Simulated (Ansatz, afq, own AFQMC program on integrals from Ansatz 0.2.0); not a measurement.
Integrals from Ansatz 0.2.0, then the random walk in our own AFQMC program (afq).

```yaml
crystal:
  periodic: [false, false, false]
  atoms:
    - {symbol: B, position_ang: [0.000000, 0.000000, 0.000000]}
    - {symbol: S, position_ang: [0.000000, 0.000000, 1.703300]}
basis:
  gaussian: {orbitals: 6-31G}
total_charge: 1
magnetization: {spin_polarized: true, initial_magnetization: 2}
correlation: {method: ccsd_t, electrons: outside_noble_gas, hamiltonian_folder: ham}
```

```sh
$ ansatz run in.yaml --threads 1 --pin off --events-out ev --progress --plain --max-ram 1843MiB
```

afq runs on the folder ham with

```
--method phaseless --trial mp1 --walkers 40 --populations 1 --least-time 40 --time-step 0.02 --steps-per-block 5 --equilibration-blocks 60 --max-blocks 400 --target-error 0.00068 --factor-cut 1e-06 --start determinant --seed 6461 --release-times 0.5,1,2 --release-step 0.05 --release-every 10 --taylor-order 6
```

Times are imaginary, in 1/Eh. The walk had a cap of 213 s.

Output of the walk:

```
orbitals 16  electrons 5 3  factors 105 of 266
reference energy -421.74031470 Eh
CCSD correlation -0.08388307 Eh in 13 cycles, weight of the determinant in the CISD state 0.9110
energy of the start -421.807013 Eh
 block  time / (1/Eh)  mean weight  energy / Eh
     1     0.100  0.9990  -421.807902
     2     0.200  0.9986  -421.809080
     3     0.300  1.0011  -421.810385
     4     0.400  0.9952  -421.811539
     5     0.500  0.9997  -421.812463
    10     1.000  1.0055  -421.817955
    56     5.600  0.9976  -421.828000
   111    11.100  1.0002  -421.827911
   166    16.600  0.9986  -421.825943
   221    22.100  0.9924  -421.827256
   232    23.200  1.0035  -421.824823
   276    27.600  1.0059  -421.828230
   331    33.100  1.0023  -421.826145
   375    37.500  0.9982  -421.841751
   386    38.600  0.9992  -421.826816
   441    44.100  1.0027  -421.833730
   452    45.200  0.9981  -421.837489
blocks merged  error / Eh  count
     1  0.000328  400
     2  0.000440  200
     4  0.000584  100
     8  0.000755  50
    16  0.000880  25
    32  0.001075  12
released: time / (1/Eh)  energy / Eh  error  mean overlap
  0.50  -421.829814  0.001226  1.0182
  1.00  -421.830761  0.001325  1.0377
  2.00  -421.829212  0.001433  1.0092
energy -421.831171 +/- 0.000880 Eh
(rows thinned)
```

The run passed its tests (sampling time, drift between the halves within three errors, error under three times the target), which doesn't prove that it has relaxed. The second half of the sampling lies below the first by 1.6 errors of their difference, so the energy may still be moving and its error bar be too small.

Against this walk (error 24.0 meV) on the same determinant: CCSD(T) 72.4 meV higher, CCSDT(Q) 37.6 meV higher (within the noise), CCSDTQ 41.5 meV higher (within the noise), full CI 43.0 meV higher (within the noise), a separate phaseless walk with a CISD trial and standard settings 62.8 ± 24.4 meV higher. The error is statistical and leaves out the bias of the constraint. Released to 2.00 1/Eh the energy moves by 53 ± 46 meV (both errors), within twice the noise.

Cautions: constraint bias not in the error; error above the target (24.0 against 18.5 meV); lower spins were not checked; the time-step error isn't removed.

The walk took 14 s on 1 thread of Arm Neoverse V1, with other jobs on the host. The log's last line is the phaseless energy.

CCSDT and higher add their correlation energy to the determinant of the CCSD(T) run, since their own runs factorise the integrals more tightly (a shift of under 2 meV). A walk keeps the symmetry of its determinant, which the program's search chose and which needn't be the lowest solution, so a lower state of the same spin and another symmetry isn't excluded.
